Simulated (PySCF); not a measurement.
Gas-phase reaction: SiCl₃NH₂ + 4 H → SiH₂ClNH₂ + 2 HCl

Energies from PySCF (xtb for GFN2), thermal terms from the rigid-rotor harmonic-oscillator model, ideal gas at 1 bar. † marks an energy on the PBE0/def2-TZVP geometry and frequencies; other levels use their own. MP2 and CCSD(T) freeze the core. 6-31G* has spherical d functions here. Open shells (unrestricted): H (multiplicity 2); the rest are closed-shell singlets. GFN2 has no spin-polarisation term. B3LYP is the form with VWN-RPA correlation. SiCl₃NH₂, SiH₂ClNH₂: computed as isolated molecules; such fragments, hydroxides, amides, oligomers or adducts are transient or little studied in the gas. MP2 isn't extrapolated to the basis-set limit; its ΔH°(298 K) is -618.0 kJ in def2-SVP and -640.1 kJ in def2-TZVPP. CCSD(T) isn't extrapolated to the basis-set limit; its ΔH°(298 K) is -680.1 kJ in def2-SVP and -702.6 kJ in def2-TZVPP. The harmonic model lacks anharmonicity and excited electronic states, which grow with temperature; levels with a mode under 35 cm⁻¹ are left out. Internal rotation in SiCl₃NH₂, SiH₂ClNH₂ is treated as a harmonic vibration of one conformer, which makes the entropy rough.

```csv
level,"ΔE electronic, kJ","ΔH°(298 K), kJ","ΔS°(298 K), J/K","ΔG°(600 K), kJ"
B3LYP/def2-TZVP†,-779,-722,-151,-625
BLYP/def2-TZVP†,-775,-718,-151,-621
CCSD(T)/def2-SVP†,-737,-680,-151,-583
CCSD(T)/def2-TZVPP†,-760,-703,-151,-606
GFN2-xTB,-981,-931,-153,-833
HF/6-31G*,-559,-496,-149,-400
M06-2X/def2-TZVP†,-729,-672,-151,-575
MP2/def2-SVP†,-675,-618,-151,-521
PBE0/def2-TZVP,-721,-663,-151,-567
LDA/def2-TZVP†,-784,-727,-151,-630
ωB97M-V/def2-TZVP†,-739,-682,-151,-585
```
ΔH° is lowest at GFN2-xTB and highest at HF/6-31G*. No reference value is set beside these.
